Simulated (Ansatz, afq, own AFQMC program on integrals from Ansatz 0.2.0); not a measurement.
# SiH₂O, triplet: AFQMC among the cluster methods

```
atom   x (Å)    y (Å)    z (Å)
  Si  0.0000   0.0000   1.2444
   O  0.0000   0.0000  -2.4186
   H  0.0000   1.3319   1.8577
   H  0.0000  -1.3319   1.8577
```

Connectivity, by distances: SiH2 ··· O.

Basis cc-pVDZ. Noble-gas cores (and the filled d shells of Ga–Kr and In–Xe) are frozen. Integrals, coupled cluster, full CI and functionals: Ansatz 0.2.0; the random walks run on the same integrals in our own AFQMC program. ph-AFQMC/CISD is guided by a CISD state made of CCSD amplitudes; releasing the constraint for a short imaginary time cuts its bias at the price of noise, slowly where states lie close. Error bars are statistical, one sigma.

Determinant: ROHF, the one that the program's search chose, which needn't be the lowest solution. The geometry is a point of a scan.

No full CI on the walks' own integrals is used here; CCSDT(Q) serves as the reference and is uncertain by about the last step of the cluster series.

Cautions: lower spins were not checked; higher spins were not checked; a spin-contaminated unrestricted determinant lies lower (UHF 644 meV lower, ⟨S²⟩ 2.79); CCSDT(Q) on the UHF determinant differs (57 meV lower), perhaps since the unrestricted series falls towards higher spin.

* T1 diagnostic: 0.0136
* weight of the determinant in the CISD state: 0.875
* size of the correlated space: 12 electrons in 36 orbitals

```csv
level,correlation energy (eV)
MP2,-5.3252
CCSD,-6.5320
CCSD(T),-6.6240
```

(1) Estimate where phaseless AFQMC with a CISD trial lies against CCSD(T) on the same integrals.

(1) 0.14 ± 0.26 kcal/mol above CCSD(T). The gap is under twice the noise, so this walk alone can't tell the two apart.

Reference: CCSDT(Q), correlation energy -6.654 eV. The released energy is read at 1.62 1/Eh, later times being too noisy (meV from the phaseless value at times in 1/Eh: 5 ± 15 at 0.24, -24 ± 20 at 0.51, -36 ± 21 at 0.99, -26 ± 20 at 1.62, -81 ± 37 at 2.40).

```tsv
level	E − E(reference) (kcal/mol)	share of correlation (%)
CCSD(T)	0.70	99.54
CCSDT	0.12	99.92
ph-AFQMC/HF	-1.28 ± 1.34	100.83
ph-AFQMC/CISD	0.84 ± 0.26	99.45
released AFQMC	0.23 ± 0.45	99.85
```

A walk keeps the symmetry of its determinant, which the program's search chose and which needn't be the lowest solution, so a lower state of the same spin and another symmetry isn't excluded. Released energies are given only where the last usable release times agree within the noise; a slower fall can still hide under it.
